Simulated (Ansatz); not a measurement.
**BSiHO (triplet): wave-function methods side by side at distance O2–Si3 = 1.661 Å, cc-pVDZ**

An exercise on one series of results from a longer session: the logs are not shown, and one member is left open.

Method: cc-pVDZ, core rule «outside noble gas», up to 7 orbitals frozen; program: Ansatz 0.2.0, Gaussian basis.

To be run: UHF; CCSD(T) on ROHF; CCSD(T) on UHF; BCCD(T) on ROHF; CISD; CCSDT(Q) on ROHF; CCSDT(Q) on UHF; CASSCF and MRCISD+Q, 4 electrons in 4 orbitals; CASSCF and NEVPT2, 4 electrons in 4 orbitals.

13 further runs of the same task are left out: 12 that didn't finish, 1 set aside as unsound or not needed.

## The geometry

The geometry derives from a PBE0/def2-TZVP stationary point (not a proven minimum). One bond is set to the value named and the two fragments are kept rigid.

4 atoms, charge 0, spin multiplicity 3.

Atoms are counted from 1 here; the program's logs count them from 0.

Bond lengths: B1–O2 1.301 Å, B1–H4 1.196 Å, O2–Si3 1.661 Å. Angles: O2–B1–H4 128.4°, B1–O2–Si3 176.8°.

The first run:

The input, in.yaml:

```yaml
crystal:
  periodic: [false, false, false]
  atoms:
    - {symbol: B, position_ang: [0.000012, -0.289616, 0.856663]}
    - {symbol: O, position_ang: [-0.000018, -0.171632, -0.439229]}
    - {symbol: Si, position_ang: [0.000003, -0.114843, -2.099559]}
    - {symbol: H, position_ang: [0.000004, 0.576091, 1.682126]}
basis:
  gaussian: {orbitals: cc-pVDZ}
magnetization: {spin_polarized: true, initial_magnetization: 2}
hamiltonian: {xc: hf}
output: {orbitals: {seedname: orbitals}}
```

The run is started by

```sh
> ansatz run in.yaml --threads 1 --pin off --events-out ev --progress --plain --max-ram 2393MiB
```

Steps of the session up to this table: UHF; CCSD(T) on ROHF; CCSD(T) on UHF; BCCD(T) on ROHF; CISD; CCSDT(Q) on ROHF; CCSDT(Q) on UHF; CASSCF and MRCISD+Q, 4 electrons in 4 orbitals; CASSCF and NEVPT2, 4 electrons in 4 orbitals.

One table of the session follows, with a row left open; its other results are not shown here.

```
       method  from UCCSDT(Q) (meV)
         ROHF               +9537.6
          UHF               +9375.0
         RMP2               +1156.1
         UMP2               +1153.1
         CISD                     ?
        RCCSD                +361.2
        UCCSD                +357.9
     RCCSD(T)                 +71.5
     UCCSD(T)                 +71.1
      BCCD(T)                 +62.9
       RCCSDT                 +30.9
       UCCSDT                 +30.9
    RCCSDT(Q)                  +5.7
    UCCSDT(Q)                     0
  CASSCF pair               +9098.9
  NEVPT2 pair               +1164.2
  MRCISD pair               +1193.0
MRCISD+Q pair                +341.1
```

Q: Estimate the row for CISD from the others.

The run gave: from UCCSDT(Q) (meV): +1278.3. In the column «from UCCSDT(Q) (meV)» it lies between MRCISD pair (+1193.0) and CASSCF pair (+9098.9).

Limits of these values: Restricted and unrestricted rows rest on different reference determinants; where their highest levels disagree by more than a few hundredths of an eV, they describe different states and don't form one ladder.
